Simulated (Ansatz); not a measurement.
Born–Oppenheimer molecular dynamics of C$_{4}$H$_{12}$N$_{2}$ (18 atoms, charge 0, multiplicity 1). It goes on from the last frame of an earlier run, with new velocities.

Computed with Ansatz 0.2.0, RKS PBE0/STO-3G.

| Item | Value |
| --- | --- |
| ensemble | NVE (velocity Verlet) |
| time step | 0.5 fs |
| steps asked | 194 |
| starting velocities drawn for | 300 K |
| seed | 41773 |

First frame:

```xyz
18
Properties=species:S:1:pos:R:3
C -0.559 -0.587 -1.880
C 0.762 -0.185 -1.195
N 0.688 0.187 0.251
C 0.771 -1.027 1.137
C -0.604 0.835 0.570
N -0.459 1.359 1.982
H -1.216 -1.162 -1.228
H -0.331 -1.043 -2.849
H -1.092 0.379 -2.196
H 1.545 -1.013 -1.183
H 1.258 0.685 -1.681
H 0.019 -1.787 0.914
H 0.700 -0.619 2.172
H 1.774 -1.539 0.962
H -0.929 1.604 -0.176
H -1.496 0.149 0.668
H 0.393 1.975 1.932
H -1.256 2.043 2.075
```

Question: What does the run give?

Answer: All steps were run.

```
steps done                                               : 194
time covered                                             : 97 fs
mean temperature over the second half                    : 298 K
spread of the potential energy over the second half      : 3.9 meV per atom
mean potential energy of the second half above the start : 0.3 meV per atom
```

The conserved energy stayed within 0.19 meV per atom of its start (net change 0.095 meV per atom), so the integration is sound. A run of 0.097 ps of so small a system gives no equilibrium averages. Limits of this set-up: minimal basis.

Question: What happens to the structure?

Answer: The same pairs are bonded in the first frame and the last. Pairs count as bonded within 1.25 times the sum of covalent radii (0.12 Å more for H–H). This is one draw of velocities; another would differ in detail.

Question: How do temperature and energy run in time?

Answer: 
| time (fs) | T (K) | potential energy less start (eV) | conserved less start (meV/atom) |
| --- | --- | --- | --- |
| 0 | 300 | 0.000 | 0.00 |
| 8 | 278 | 0.046 | 0.01 |
| 16 | 336 | -0.073 | 0.04 |
| 24 | 260 | 0.084 | 0.02 |
| 32 | 281 | 0.040 | 0.05 |
| 40 | 246 | 0.112 | 0.06 |
| 48 | 283 | 0.035 | 0.04 |
| 56 | 332 | -0.068 | -0.06 |
| 64 | 282 | 0.039 | 0.12 |
| 72 | 342 | -0.088 | -0.01 |
| 80 | 320 | -0.042 | -0.04 |
| 88 | 232 | 0.144 | 0.18 |
| 96 | 300 | -0.002 | -0.05 |

Run time: 8.6 min on 1 thread of Arm Neoverse V2 (shared host), peak memory 0.095 GiB.
